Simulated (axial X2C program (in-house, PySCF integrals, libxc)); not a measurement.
Low determinants of NaSi⁺ at the PBE0 level, 2c

Calculated with an axial X2C code built on PySCF integrals. Two-component (2c) means X2C with spin–orbit coupling and atomic mean-field two-electron Coulomb and Gaunt terms. Basis: Si dyall-v3z [8s7p2d1f], Na dyall-cv3z [9s8p5d2f] (cores contracted in-house); Gaussian nuclei, density fitting, unrestricted open shells. Masses: Si 27.977 u, Na 22.990 u.

Search at 3.143 Å (vertical energies from the lowest determinant):

```
ΔE (eV)  state  electrons beyond evenly filled partner blocks  electrons in ±ω = 1/2, 3/2, 5/2, 7/2
   0.00  Ω = 2                               ω = 1/2, ω = 3/2                              19 5 0 0
   0.25  Ω = 1                                    2 × ω = 1/2                              20 4 0 0
   0.27  Ω = 1                              ω = -1/2, ω = 3/2                              19 5 0 0
   0.56  Ω = 0                                           none                              20 4 0 0
   1.57  Ω = 0                                           none                              18 6 0 0
   6.12  Ω = 3                                    2 × ω = 3/2                              18 6 0 0
```

Lowest determinant, Ω = 2 (⟨Sz⟩ = 1.00, ⟨Lz⟩ = 1.00 at PBE0): Re = 3.128 Å, ωe = 148.6 cm⁻¹.

The determinant in row 2 of the search, Ω = 1 (⟨Sz⟩ = 0.00, ⟨Lz⟩ = 1.00 at PBE0), was followed along the bond at PBE0; measured from the minimum of the lowest determinant it gives:

Te = 0.246 eV (1985 cm⁻¹), Re = 3.167 Å, ωe = 144.4 cm⁻¹.

**Question.** Compare the bond of the determinant in row 2 with that of the lowest one.

**Answer.** At PBE0 its Re is 0.039 Å longer and its force constant, which goes as ωe², is 0.94 times that of the lowest determinant. This determinant mixes spin states, so it has no term energy of its own.

The search compares states at one distance, so a state with another bond length can lie lower; it is not exhaustive and yields mostly the lowest determinant of each block pattern, so other components and higher states of one pattern are missing. These are energies of single determinants, not of spin-adapted states; PBE0 term energies can be off by some tenths of an eV, and the functional has no current term. Open-shell Ω = 0 determinants with evenly filled partner blocks cannot be reached by this program, so the Ω shown need not be the lowest component. The lowest determinant need not be the ground state where others lie within half an eV.
